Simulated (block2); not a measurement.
**CHFO (formyl fluoride): DMRG/STO-6G**

Aim: the vertical ionisation energy of CHFO (formyl fluoride) at DMRG/STO-6G, from 2 runs. Input form: a Python script.

The results are computed with block2 0.5.4.

3 further runs of the same task are left out: 1 that didn't finish, 2 set aside as unsound or not needed. Runs told in other sessions of the task aren't counted.

## (1) The molecule

CHFO has 4 atoms, charge 0, and is taken as a singlet. SMILES: `O=CF`. The coordinates come from a GFN2-xTB relaxation.

Bond lengths: O1–C2 1.171 Å, C2–F3 1.341 Å, C2–H4 1.098 Å. Angles: O1–C2–F3 122.3°, O1–C2–H4 129.0°, F3–C2–H4 108.7°.

## (2) The energy at DMRG/STO-6G

File run_dmrg.py:

```python
import numpy as np
from pyscf import cc, dft, gto, mcscf, mp, scf
from pyblock2._pyscf.ao2mo import integrals as itg
from pyblock2.driver.core import DMRGDriver, SymmetryTypes

geom = """
O     -0.889680     0.196020     0.829980
C     -0.049740     0.073340     0.022930
F      0.584370    -1.090860    -0.181350
H      0.355050     0.821510    -0.671560
"""
mol = gto.M(
    atom=geom,
    basis="sto-6g",
    charge=0,
    verbose=3,
    max_memory=2000,
)
print("basis functions = %d" % (mol.nao))
mf = scf.RHF(mol)
mf.conv_tol = 1e-10
mf.max_cycle = 200
mf.kernel()
if not mf.converged:
    mf = mf.newton().run(mf.mo_coeff, mf.mo_occ)
print(f"SCF energy = {mf.e_tot:.10f}")
ref = mf
pt = mp.MP2(ref, frozen=3).run()
mycc = cc.CCSD(ref, frozen=3)
mycc.max_cycle = 150
mycc.kernel()
print(f"MP2 total energy = {pt.e_tot:.10f}")
if mycc.converged:
    print("CCSD total energy = %.10f" % (mycc.e_tot))
    print(f"CCSD(T) total energy = {mycc.e_tot + mycc.ccsd_t():.10f}")
    print("T1 diagnostic = %.4f" % (mycc.get_t1_diagnostic()))
ks = dft.RKS(mol, xc="tpssh").set(conv_tol=1e-9, verbose=3).run()
if ks.converged:
    print("E(TPSSh) = %.8f" % (ks.e_tot))
ks = dft.RKS(mol, xc="wb97x").set(conv_tol=1e-9, verbose=3).run()
if ks.converged:
    print("E(wB97X) = %.8f" % (ks.e_tot))
ks = dft.RKS(mol, xc="blyp").set(conv_tol=1e-9, verbose=3).run()
if ks.converged:
    print(f"E(BLYP) = {ks.e_tot:.8f}")
occ_no, mo = mcscf.addons.make_natural_orbitals(mp.MP2(mf, frozen=3).run())
mf.mo_coeff = mo
ncas, n_elec, spin, ecore, h1e, g2e, orb_sym = itg.get_rhf_integrals(mf, ncore=3, ncas=13, pg_symm=False, g2e_symm=1)
driver = DMRGDriver(scratch="./tmp", symm_type=SymmetryTypes.SU2, stack_mem=1500 << 20, n_threads=1)
idx = driver.orbital_reordering(h1e, g2e, method="fiedler")
print("orbital order:", idx.tolist())
h1e = h1e[np.ix_(idx, idx)]
g2e = g2e[np.ix_(idx, idx, idx, idx)]
orb_sym = np.array(orb_sym)[idx]
driver.initialize_system(n_sites=ncas, n_elec=n_elec, spin=spin, orb_sym=orb_sym)
mpo = driver.get_qc_mpo(h1e=h1e, g2e=g2e, ecore=ecore, iprint=1)
ket = driver.get_random_mps(tag="GS", bond_dim=25, nroots=1)
bond_dims = [25] * 2 + [50] * 2 + [100] * 2
noises = [0.0001] * 2 + [0.0001] * 2 + [1e-05] * 2 + [0]
thrds = [1e-08] * 6
e = driver.dmrg(mpo, ket, n_sweeps=12, tol=1e-06, bond_dims=bond_dims, noises=noises, thrds=thrds, iprint=1)
ms, dws, es = driver.get_dmrg_results()
print("max discarded weight = %.3e" % (dws[-1]))
print("total energy = %.10f" % (e))
dm1 = driver.get_1pdm(ket)
print("NOONs =", np.round(np.linalg.eigvalsh(dm1)[::-1], 5).tolist())
c_act = mf.mo_coeff[:, 3:16][:, idx]
dm_ao = c_act @ dm1 @ c_act.T + 2 * mf.mo_coeff[:, :3] @ mf.mo_coeff[:, :3].T
print("dipole moment (debye) =", np.round(scf.hf.dip_moment(mol, dm_ao, verbose=0), 4).tolist())
print("max block entropy = %.4f" % (max(driver.get_bipartite_entanglement(ket))))
csf, coef = driver.get_csf_coefficients(ket, cutoff=0.1, iprint=1)
print(f"leading coefficient squared = {np.max(np.abs(coef)) ** 2:.4f}")
ci = mcscf.CASCI(mf, 13, (9, 9))
ci.fix_spin_(ss=0)
ci.fcisolver.conv_tol = 1e-10
ci.fcisolver.max_cycle = 200
ci.kernel()
print("FCI energy = %.10f" % (ci.e_tot))
```

Launch:

```
$ python run_dmrg.py
```

What it wrote:

```text
basis functions = 16
converged SCF energy = -211.834675982069
SCF energy = -211.8346759821
E(RMP2) = -211.96685706568  E_corr = -0.132181083610528
E(SCS-RMP2) = -211.969761374434  E_corr = -0.135085392364312
E(CCSD) = -211.9884135460345  E_corr = -0.1537375639650963
MP2 total energy = -211.9668570657
CCSD total energy = -211.9884135460
CCSD(T) correction = -0.00600328083785933
CCSD(T) total energy = -211.9944168269
T1 diagnostic = 0.0136
converged SCF energy = -212.826179784936
E(TPSSh) = -212.82617978
converged SCF energy = -212.762823236279
E(wB97X) = -212.76282324
converged SCF energy = -212.731452916257
E(BLYP) = -212.73145292
E(RMP2) = -211.96685706568  E_corr = -0.132181083610528
E(SCS-RMP2) = -211.969761374434  E_corr = -0.135085392364312
orbital order: [12, 4, 11, 6, 7, 10, 5, 9, 8, 2, 1, 0, 3]
integral symmetrize error =  0.0
integral cutoff error =  0.0
mpo terms =      16664

Build MPO | Nsites =    13 | Nterms =      16664 | Algorithm = FastBIP | Cutoff = 1.00e-20
 Site =     0 /    13 .. Mmpo =    14 DW = 0.00e+00 NNZ =       14 SPT = 0.0000 Tmvc = 0.001 T = 0.002
 Site =     1 /    13 .. Mmpo =    48 DW = 0.00e+00 NNZ =      232 SPT = 0.6548 Tmvc = 0.001 T = 0.003
 Site =     2 /    13 .. Mmpo =    70 DW = 0.00e+00 NNZ =      468 SPT = 0.8607 Tmvc = 0.001 T = 0.004
 Site =     3 /    13 .. Mmpo =   100 DW = 0.00e+00 NNZ =      801 SPT = 0.8856 Tmvc = 0.001 T = 0.004
 Site =     4 /    13 .. Mmpo =   138 DW = 0.00e+00 NNZ =     1174 SPT = 0.9149 Tmvc = 0.001 T = 0.005
 Site =     5 /    13 .. Mmpo =   184 DW = 0.00e+00 NNZ =     1547 SPT = 0.9391 Tmvc = 0.001 T = 0.007
 Site =     6 /    13 .. Mmpo =   184 DW = 0.00e+00 NNZ =     7496 SPT = 0.7786 Tmvc = 0.001 T = 0.009
 Site =     7 /    13 .. Mmpo =   138 DW = 0.00e+00 NNZ =     1549 SPT = 0.9390 Tmvc = 0.001 T = 0.003
 Site =     8 /    13 .. Mmpo =   100 DW = 0.00e+00 NNZ =     1170 SPT = 0.9152 Tmvc = 0.000 T = 0.002
 Site =     9 /    13 .. Mmpo =    70 DW = 0.00e+00 NNZ =      802 SPT = 0.8854 Tmvc = 0.000 T = 0.002
 Site =    10 /    13 .. Mmpo =    48 DW = 0.00e+00 NNZ =      466 SPT = 0.8613 Tmvc = 0.000 T = 0.001
 Site =    11 /    13 .. Mmpo =    14 DW = 0.00e+00 NNZ =      232 SPT = 0.6548 Tmvc = 0.000 T = 0.001
 Site =    12 /    13 .. Mmpo =     1 DW = 0.00e+00 NNZ =       14 SPT = 0.0000 Tmvc = 0.000 T = 0.000
Ttotal =      0.044 Tmvc-total = 0.009 MPO bond dimension =   184 MaxDW = 0.00e+00
NNZ =        15965 SIZE =       134332 SPT = 0.8812

Rank =     0 Ttotal =      0.045 MPO method = FastBipartite bond dimension =     184 NNZ =        15965 SIZE =       134332 SPT = 0.8812

Sweep =    0 | Direction =  forward | Bond dimension =   25 | Noise =  1.00e-04 | Dav threshold =  1.00e-08
Time elapsed =      0.545 | E =    -211.9629069048 | DW = 5.72075e-06

Sweep =    1 | Direction = backward | Bond dimension =   25 | Noise =  1.00e-04 | Dav threshold =  1.00e-08
Time elapsed =      0.831 | E =    -211.9929042809 | DE = -3.00e-02 | DW = 8.18406e-05

Sweep =    2 | Direction =  forward | Bond dimension =   50 | Noise =  1.00e-04 | Dav threshold =  1.00e-08
Time elapsed =      1.325 | E =    -211.9951149148 | DE = -2.21e-03 | DW = 1.22916e-05

Sweep =    3 | Direction = backward | Bond dimension =   50 | Noise =  1.00e-04 | Dav threshold =  1.00e-08
Time elapsed =      2.009 | E =    -211.9953920605 | DE = -2.77e-04 | DW = 3.38162e-05

Sweep =    4 | Direction =  forward | Bond dimension =  100 | Noise =  1.00e-05 | Dav threshold =  1.00e-08
Time elapsed =      3.325 | E =    -211.9956717054 | DE = -2.80e-04 | DW = 1.99980e-06

Sweep =    5 | Direction = backward | Bond dimension =  100 | Noise =  1.00e-05 | Dav threshold =  1.00e-08
Time elapsed =      5.187 | E =    -211.9957046276 | DE = -3.29e-05 | DW = 5.14186e-06

Sweep =    6 | Direction =  forward | Bond dimension =  100 | Noise =  0.00e+00 | Dav threshold =  1.00e-07
Time elapsed =      6.767 | E =    -211.9957092109 | DE = -4.58e-06 | DW = 4.40112e-06

Sweep =    7 | Direction = backward | Bond dimension =  100 | Noise =  0.00e+00 | Dav threshold =  1.00e-07
Time elapsed =      8.264 | E =    -211.9957122713 | DE = -3.06e-06 | DW = 4.46040e-06

Sweep =    8 | Direction =  forward | Bond dimension =  100 | Noise =  0.00e+00 | Dav threshold =  1.00e-07
Time elapsed =      9.767 | E =    -211.9957122813 | DE = -1.01e-08 | DW = 4.46109e-06

max discarded weight = 4.461e-06
total energy = -211.9957122813
NOONs = [1.99947, 1.99775, 1.99717, 1.98656, 1.98569, 1.98252, 1.97629, 1.96468, 1.91553, 0.10001, 0.04568, 0.02831, 0.02034]
dipole moment (debye) = [0.6544, 0.4931, -0.8514]
max block entropy = 0.3552
mps center changed (temporarily)
DTRIE T =      0.001
Number of CSF =          2 (cutoff =       0.1)
Sum of weights of included CSF =    0.929972462799961

CSF          0 0202202022222  =   -0.949106103457121
CSF          1 0202202202222  =    0.170792468160640
leading coefficient squared = 0.9008
CASCI E = -211.995729061180  E(CI) = -82.4664218809220  S^2 = 0.0000000
FCI energy = -211.9957290612
```

Wall time 33 s (1 thread of Arm Neoverse V2, shared host); peak memory 0.36 GiB.

## (3) The doublet cation: a single-point energy at DMRG/STO-6G

File mol.xyz:

```xyz
4
CHFO
O     -0.889680     0.196020     0.829980
C     -0.049740     0.073340     0.022930
F      0.584370    -1.090860    -0.181350
H      0.355050     0.821510    -0.671560
```

File job.py:

```python
import numpy as np
from pyscf import cc, dft, gto, mcscf, mp, scf
from pyblock2._pyscf.ao2mo import integrals as itg
from pyblock2.driver.core import DMRGDriver, SymmetryTypes

mol = gto.M(atom="mol.xyz", basis="sto-6g", charge=1, spin=1, verbose=3)
print("basis functions: %d" % (mol.nao))
mf = scf.ROHF(mol)
mf.conv_tol = 1e-10
mf.max_cycle = 200
mf.kernel()
if not mf.converged:
    mf = mf.newton().run(mf.mo_coeff, mf.mo_occ)
print("E(SCF): %.10f" % (mf.e_tot))
# MP2, CCSD and CCSD(T) with the same frozen core
ref = scf.UHF(mol).run(mf.make_rdm1(), conv_tol=1e-10)
pt = mp.MP2(ref, frozen=3).run()
mycc = cc.CCSD(ref, frozen=3)
mycc.max_cycle = 150
mycc.kernel()
print(f"E(MP2): {pt.e_tot:.10f}")
if mycc.converged:
    print("E(CCSD): %.10f" % (mycc.e_tot))
    print(f"E(CCSD(T)): {mycc.e_tot + mycc.ccsd_t():.10f}")
# a few density functionals on the same geometry and basis
ks = dft.UKS(mol, xc="tpssh").set(conv_tol=1e-9, verbose=3).run(mf.make_rdm1())
if ks.converged:
    print(f"E(TPSSh): {ks.e_tot:.8f}")
ks = dft.UKS(mol, xc="wb97x").set(conv_tol=1e-9, verbose=3).run(mf.make_rdm1())
if ks.converged:
    print(f"E(wB97X): {ks.e_tot:.8f}")
ks = dft.UKS(mol, xc="blyp").set(conv_tol=1e-9, verbose=3).run(mf.make_rdm1())
if ks.converged:
    print("E(BLYP): %.8f" % (ks.e_tot))
ncas, n_elec, spin, ecore, h1e, g2e, orb_sym = itg.get_rhf_integrals(mf, ncore=3, ncas=13, pg_symm=False, g2e_symm=1)
dmrg = DMRGDriver(scratch="./tmp", symm_type=SymmetryTypes.SU2, stack_mem=1500 << 20, n_threads=1)
# orbital ordering
idx = dmrg.orbital_reordering(h1e, g2e, method="fiedler")
print("orbital order:", idx.tolist())
h1e = h1e[np.ix_(idx, idx)]
g2e = g2e[np.ix_(idx, idx, idx, idx)]
orb_sym = np.array(orb_sym)[idx]
dmrg.initialize_system(n_sites=ncas, n_elec=n_elec, spin=spin, orb_sym=orb_sym)
mpo = dmrg.get_qc_mpo(h1e=h1e, g2e=g2e, ecore=ecore, iprint=0)
occs = np.array([1.7] * 8 + [1.0] * 1 + [0.3] * 4)[idx]
psi = dmrg.get_random_mps(tag="GS", bond_dim=37, nroots=1, occs=occs)
bond_dims = [37] * 3 + [75] * 4 + [112] * 2 + [150] * 2
noises = [0.001] * 3 + [0.0001] * 4 + [0.0001] * 2 + [1e-05] * 2 + [0]
thrds = [1e-08] * 11
e = dmrg.dmrg(mpo, psi, n_sweeps=17, tol=1e-07, bond_dims=bond_dims, noises=noises, thrds=thrds, iprint=2)
ms, dws, es = dmrg.get_dmrg_results()
print("max discarded weight: %.3e" % (dws[-1]))
print(f"final energy: {e:.10f}")
dm1 = dmrg.get_1pdm(psi)
print("occupation numbers:", np.round(np.linalg.eigvalsh(dm1)[::-1], 5).tolist())
c_act = mf.mo_coeff[:, 3:16][:, idx]
dm_ao = c_act @ dm1 @ c_act.T + 2 * mf.mo_coeff[:, :3] @ mf.mo_coeff[:, :3].T
print("dipole moment (debye):", np.round(scf.hf.dip_moment(mol, dm_ao, verbose=0), 4).tolist())
print(f"max block entropy: {max(dmrg.get_bipartite_entanglement(psi)):.4f}")
# exact diagonalisation in the same space
ci = mcscf.CASCI(mf, 13, (9, 8))
ci.fix_spin_(ss=0.75)
ci.fcisolver.conv_tol = 1e-10
ci.fcisolver.max_cycle = 200
ci.kernel()
print("exact diagonalisation: %.10f" % (ci.e_tot))
```

Launch:

```
$ python job.py
```

What it wrote:

```text
basis functions: 16
[... 34 lines left out ...]
 --> Site =    1-   2 .. Mmps =   15 Ndav =  12 E =   -210.0663848163 Error = 0.00e+00 FLOPS = 1.30e+09 Tdav = 0.00 T = 0.01
[... 30 lines left out ...]
 <-- Site =    0-   1 .. Mmps =   32 Ndav =   1 E =   -211.6616901381 Error = 1.78e-20 FLOPS = 2.27e+08 Tdav = 0.00 T = 0.01
[... 39 lines left out ...]
 <-- Site =    2-   3 .. Mmps =   75 Ndav =   5 E =   -211.6670555170 Error = 5.90e-07 FLOPS = 2.65e+09 Tdav = 0.01 T = 0.04
[... 39 lines left out ...]
 <-- Site =    4-   5 .. Mmps =   75 Ndav =  10 E =   -211.6681520340 Error = 1.28e-04 FLOPS = 4.00e+09 Tdav = 0.20 T = 0.28
[... 39 lines left out ...]
 <-- Site =    6-   7 .. Mmps =  112 Ndav =   5 E =   -211.6678066908 Error = 6.41e-07 FLOPS = 4.04e+09 Tdav = 0.14 T = 0.39
[... 39 lines left out ...]
 <-- Site =    8-   9 .. Mmps =  115 Ndav =   2 E =   -211.6686543334 Error = 0.00e+00 FLOPS = 3.48e+09 Tdav = 0.01 T = 0.07
[... 39 lines left out ...]
 <-- Site =   10-  11 .. Mmps =   10 Ndav =   1 E =   -211.6689565839 Error = 0.00e+00 FLOPS = 1.57e+09 Tdav = 0.00 T = 0.03
[... 25 lines left out ...]
 --> Site =    6-   7 .. Mmps =  150 Ndav =   5 E =   -211.6689625649 Error = 1.39e-07 FLOPS = 4.39e+09 Tdav = 0.49 T = 1.07
 --> Site =    7-   8 .. Mmps =  150 Ndav =   2 E =   -211.6689618756 Error = 6.04e-12 FLOPS = 4.25e+09 Tdav = 0.10 T = 0.28
 --> Site =    8-   9 .. Mmps =  150 Ndav =   1 E =   -211.6689618756 Error = 8.81e-19 FLOPS = 3.62e+09 Tdav = 0.01 T = 0.14
 --> Site =    9-  10 .. Mmps =   86 Ndav =   1 E =   -211.6689618756 Error = 3.56e-20 FLOPS = 2.56e+09 Tdav = 0.00 T = 0.08
 --> Site =   10-  11 .. Mmps =   49 Ndav =   1 E =   -211.6689618756 Error = 1.79e-20 FLOPS = 1.25e+09 Tdav = 0.00 T = 0.03
 --> Site =   11-  12 .. Mmps =   30 Ndav =   1 E =   -211.6689618756 Error = 2.35e-21 FLOPS = 3.74e+08 Tdav = 0.00 T = 0.01
[... 8 lines left out ...]
max discarded weight: 2.099e-05
final energy: -211.6690450942
occupation numbers: [1.99835, 1.99714, 1.99601, 1.98167, 1.9742, 1.9725, 1.94427, 1.93581, 1.01617, 0.09157, 0.04705, 0.0253, 0.01996]
dipole moment (debye): [-0.2067, 0.3858, 0.0643]
max block entropy: 0.5087
CASCI E = -211.669133715915  E(CI) = -82.1388743289708  S^2 = 0.7500000
exact diagonalisation: -211.6691337159
```

It took 94 s on 1 thread of Arm Neoverse V2, shared host; peak memory 0.45 GiB.

## (4) What came out

At DMRG/STO-6G, 3 core orbitals frozen:

| quantity | value |
| --- | --- |
| run 1, DMRG/STO-6G: total energy | -211.99571 Eh |
| run 1, DMRG/STO-6G: dipole moment (of the density that the program reports) | 1.18 D |
| run 1, DMRG/STO-6G: T1 diagnostic of the CCSD step | 0.014 |
| doublet cation: total energy | -211.66905 Eh |
| vertical ionisation energy (to the doublet cation) | 8.889 eV |

What this shows: The vertical ionisation energy comes to 8.89 eV (205 kcal/mol). In a minimal basis such a difference can be off by several eV, whatever the method.
